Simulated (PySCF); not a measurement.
Structure problem from calculated spectra and properties.

Formula: C5H4F; charge +1.

| Property | Result |
| --- | --- |
| NMR, other nuclei | isotropic shieldings of nuclei other than C and H, by class: 247 (1 F) ppm [GIAO B3LYP/pcSseg-2] |
| Polarisability | 52.8 au [CAM-B3LYP/def2-SVPD] |
| Valence photoelectron | vertical ionisation energy: 16.04 eV [ΔSCF CAM-B3LYP/def2-SVPD] |
| Rotational structure | rotational constants A, B, C: 7.722, 2.564, 1.925 GHz [PBE0-D3(BJ)/def2-SVP] |
| Couplings | largest of the computed one-bond spin–spin couplings (means over like bonds): 19F–13C -531.9, 13C–1H +266.6, 13C–1H +192.8, 13C–1H +184.4, 13C–1H +175.6, 13C–13C +73.0, 13C–13C +69.5, 13C–13C +43.5 Hz [B3LYP/pcJ-1, spin–dipole term left out for some pairs] |
| 13C NMR | chemical shifts (computed TMS as zero) by class: 188.5 (1 C), 174.6 (1 C), 166.5 (1 C), 147.6 (1 C), 122.8 (1 C) ppm [GIAO B3LYP/pcSseg-2] |
| Triplet | lowest triplet excitation (Tamm–Dancoff): 3.39 eV [TDA CAM-B3LYP/def2-SVPD] |

Electronic properties: PySCF, gas phase, density fitting. Levels stand in brackets. Geometry: PBE0-D3(BJ)/def2-SVP, one conformer, isolated ion. Each NMR value is the plain mean over a class of atoms that symmetry, rotation or inversion makes alike.

**Question.** Give a SMILES that accounts for the data.

**Answer.** Numbering: `[CH2:1]=[CH:2][c:3]1[cH+:4][c:5]1[F:6]`. 5 carbons fall into 5 classes; from least to most shielded: terminal =CH2 carbon [C1] (188.5 ppm), unsaturated ring carbon [C5] (174.6 ppm), unsaturated ring carbon [C3] (166.5 ppm), unsaturated ring CH carbon [C4] (147.6 ppm), alkene CH carbon [C2] (122.8 ppm). The other shieldings belong to: 247 ppm, fluorine bonded to C [F6]. The couplings run between: -531.9 Hz, fluorine bonded to C [F6] and unsaturated ring carbon [C5]; +266.6 Hz, unsaturated ring CH carbon [C4] and its hydrogen; +192.8 Hz, alkene CH carbon [C2] and its hydrogen; +184.4 Hz, terminal =CH2 carbon [C1] and its hydrogen; +175.6 Hz, terminal =CH2 carbon [C1] and its hydrogen; +73.0 Hz, alkene CH carbon [C2] and unsaturated ring carbon [C3]; +69.5 Hz, terminal =CH2 carbon [C1] and alkene CH carbon [C2]; +43.5 Hz, unsaturated ring CH carbon [C4] and unsaturated ring carbon [C5]. The first electron is taken from the HOMO, whose largest Löwdin shares are 0.37 on the alkene CH carbon, 0.30 on the terminal =CH2 carbon, 0.10 on an unsaturated ring carbon and 0.08 on the unsaturated ring CH carbon. The optimised geometry has point group Cs and is an asymmetric top. Structure: `C=Cc1[cH+]c1F`. The assignments are read from this structure; whether some other isomer fits the data as well wasn't checked.

Conformer computed: `[CH2:1]=[CH:2][c:3]1[cH+:4][c:5]1[F:6]`: C1–C2–C3–C4 180°.
